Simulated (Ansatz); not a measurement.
`[OH][AlH][SiH3]` + H₂S → `[OH][AlH][SH]` + SiH₄  (cleavage of the Al–Si bond)

Calculated with Ansatz (gas phase, PBE0-D4/def2-TZVP geometries, no zero-point term in ΔE). CCSD(T)/CBS is the MP2 limit (def2-TZVPP, def2-QZVPP) plus CCSD(T) − MP2 in def2-TZVPP, frozen cores. This one scheme is used for every species. DFT in def2-TZVPP. Each species was taken in one conformer, which may not be the lowest.

`[OH][AlH][SiH3]`:

Cartesian coordinates in Å:
```
O 1.922 0.933 -0.458
Al 0.802 0.230 0.607
Si -1.318 -0.493 -0.379
H 2.782 1.245 -0.180
H 1.190 0.081 2.142
H -2.472 0.082 0.371
H -1.451 -1.977 -0.297
H -1.456 -0.101 -1.808
```

H₂S:

Z-matrix (Å, degrees):
```
S
H 1 1.341
H 1 1.341 2 92.3
```

`[OH][AlH][SH]`:

Z-matrix (Å, degrees):
```
Al
S 1 2.186
O 1 1.690 2 122.3
H 1 1.569 2 119.3 3 -179.9
H 2 1.344 1 94.2 3 -0.1
H 3 0.955 1 126.2 2 0.1
```

SiH₄:

Cartesian coordinates in Å:
```
Si 0.000 0.000 0.000
H -1.393 0.312 -0.408
H 0.619 -0.902 -1.003
H -0.011 -0.668 1.326
H 0.784 1.258 0.085
```

```json
{"level": "revPBE", "ΔE (kcal/mol)": "-23.7"}
{"level": "r2SCANh", "ΔE (kcal/mol)": "-27.2"}
{"level": "CCSD/def2-SVP", "ΔE (kcal/mol)": "-26.2"}
{"level": "HF/def2-TZVPP", "ΔE (kcal/mol)": "-29.3"}
```

Question: What does CCSD(T)/CBS give? (Best estimate.)

Answer: Ansatz gave: -27.0 kcal/mol. The listed levels differ from it by 3.3, -0.2, 0.8, -2.3 kcal/mol.

Largest T1 diagnostic among the species: 0.014.

From PBE to PBE0 (25 % exact exchange), in def2-TZVPP and without D4, ΔE moves by −1.1 kcal/mol. Leaving LDA and LC-ωPBE aside and taking each functional with its dispersion term where it has one, the values, not all of them listed here, spread over 4.0 kcal/mol, from ωB97M-V to PBE-D4. At CCSD(T), def2-SVP lies +0.9 kcal/mol from the extrapolated value and def2-TZVPP +0.4 kcal/mol.
